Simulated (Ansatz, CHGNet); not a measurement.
**How well does each level of theory give the lattice parameter c of graphite?**

Reference value: 6.67 Å (measured, low temperature, zero-point motion not removed; as tabulated in Berland et al. (2010), arXiv:1007.3305).

| level (code) | value (Å) | difference (%) |
|---|---|---|
| CHGNet-r²SCAN | 7.102 | +6.48 |
| LDA (Ansatz) | 6.653 | -0.25 |
| PBE (Ansatz) | 8.718 | +31 |
| rVV10 (Ansatz) | 6.741 | +1.06 |
| r²SCAN-D4 (Ansatz) | 6.750 | +1.20 |
| r²SCAN+rVV10 (Ansatz) | 6.676 | +0.09 |
| HSE06 (Ansatz) | 8.008 | +20 |
| PBE0 (Ansatz) | 7.972 | +19.5 |

Once the reference is moved by up to 0.47 % (a margin picked here for doubts on the reference and the settings, and for temperature and zero-point motion) and values within 0.17 % count as equal, the nearest can be r²SCAN+rVV10 (+0.09 %) or LDA (-0.25 %). Among them PBE (+31 %) misses by most. Within 2 %: LDA, rVV10, r²SCAN-D4, r²SCAN+rVV10.

The reference isn't brought to a static lattice, while the calculations are for one, so the differences are not the levels' errors alone.  LDA: LDA has no dispersion term either, though it tends to give short spacings of layers, chains or molecules. PBE: for a layered or molecular solid the relaxed cell lies over 5 % above the published volume, where the minimum can be shallow. PBE, HSE06, PBE0: the cell comes from a level without a dispersion term, which matters for the spacing of layers, chains or molecules. Cutoffs and k meshes differ between the levels. Ansatz's density-functional and Hartree–Fock values are scalar-relativistic unless marked +SOC, with PAW data made under PBE.

Machine-learned potentials (CHGNet-r²SCAN) are trained on DFT data: a solid inside that data is no test of them.

Differences are worked out from the printed values.

Ansatz is a quantum-chemistry and plane-wave program.
